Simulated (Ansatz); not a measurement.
# NaO+ (quintet): from Hartree-Fock to the top rungs, def2-TZVPP

An exercise on one series of results from a longer session: the logs are not shown, and one member is left open.

Computed with Ansatz 0.2.0, Gaussian basis. Level: def2-TZVPP, core rule «outside noble gas», up to 6 orbitals frozen.

Plan: UHF; ROHF; CCSD(T) on UHF.

2 further runs of the same task are left out: 2 set aside as unsound or not needed.

## The geometry

The geometry is a PBE0/def2-TZVP stationary point (not a proven minimum) of the parent state, kept for this charge and spin.

2 atoms, charge 1, spin multiplicity 5.

Atoms are counted from 1 here; the program's logs count them from 0.

Bond lengths: O1–Na2 2.517 Å.

The first run:

in.yaml

```yaml
crystal:
  periodic: [false, false, false]
  atoms:
    - {symbol: O, position_ang: [0.000000, 0.000000, 0.000000]}
    - {symbol: Na, position_ang: [0.000000, 0.000000, 2.517400]}
basis:
  gaussian: {orbitals: def2-TZVPP}
total_charge: 1
magnetization: {spin_polarized: true, initial_magnetization: 4}
hamiltonian: {xc: hf}
output: {orbitals: {seedname: orbitals}}
```

Run with:

```console
$ ansatz run in.yaml --threads 1 --pin off --events-out ev --progress --plain --max-ram 2816MiB --backend cpu
```

Steps of the session up to this table: UHF; ROHF; CCSD(T) on UHF.

One table of the session follows, with a row left open; its other results are not shown here.

| method | from UCCSD(T) (meV) |
| --- | --- |
| ROHF | +3313.1 |
| UHF | +3198.1 |
| UMP2 | ? |
| UCCSD | +49.3 |
| UCCSD(T) | 0 |

Estimate the missing values for UMP2.

As computed: from UCCSD(T) (meV): +483.8. In the column «from UCCSD(T) (meV)» it lies between UCCSD (+49.3) and UHF (+3198.1).
